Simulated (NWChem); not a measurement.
**Basis-set convergence for HLi**

```xyz
2

Li     0.0000     0.0000     0.3973
H      0.0000     0.0000    -1.1918
```
Charge 0, spin multiplicity 1.

The numbers come from NWChem runs, not from measurements. Structure: optimised with B3LYP/def2-SVP, a minimum by its harmonic frequencies.

Quantity: dipole moment at the level PBE.

The Pople sets run with spherical d functions. The structure started from a generated list of species.

```
basis        functions  dipole moment (D)
-----------  ---------  -----------------
STO-3G               6                  …
3-21G               11                  …
pcseg-1             14                  …
def2-TZVP           20               5.60
6-311G**            24               5.59
pcseg-2             29               5.58
aug-cc-pVDZ         32               5.60
def2-TZVPP          33               5.59
def2-QZVP           65               5.59
cc-pVQZ             85               5.59
```

Question: Complete the blanks.

Answer: 
- STO-3G, dipole moment (D): 4.69
- 3-21G, dipole moment (D): 5.51
- pcseg-1, dipole moment (D): 5.54
